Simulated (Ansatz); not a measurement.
For fcc Pd, PBE-D3(BJ) (Ansatz, a quantum-chemistry and plane-wave program, plane waves, PAW) gives:

| Property | Value |
|---|---|
| equilibrium lattice constant a | 3.890 Å |
| band gap | 0.00 eV |

**Question.** What does Hartree–Fock (Ansatz, plane waves, PAW) give for the same quantities?

**Answer.** 
- lattice constant a: 4.878 Å (goes up by 25 %)
- band gap: 5.22 eV (increases by 5.22 eV)

For comparison: lattice constant a 3.876 Å (measured, static lattice: zero-point anharmonic expansion removed; as tabulated in Mejia-Rodriguez and Trickey (2018), arXiv:1807.09216).

Changes are worked out from the printed values.

Unless a cell is named, each level is at its own relaxed cell (PBE-D3(BJ) 14.72, Hartree–Fock 29.01 Å³/atom).

Spin–orbit coupling is included only where a level's name says +SOC; with heavier elements it mostly lowers gaps and can invert bands. A gap of zero means that the bands touch or overlap. Density-functional gaps are differences of (generalised) Kohn–Sham levels.

The crystal itself was run without spin with PBE-D3(BJ), Hartree–Fock; a magnetic state was not tried in these runs.

Caveats: the cell is over a tenth larger than the published one: the level's own overestimate first of all, though another phase or state, or a fault of the published cell, is possible (Hartree–Fock). Ansatz's density-functional and Hartree–Fock values are scalar-relativistic unless marked +SOC, with PAW data made under PBE.
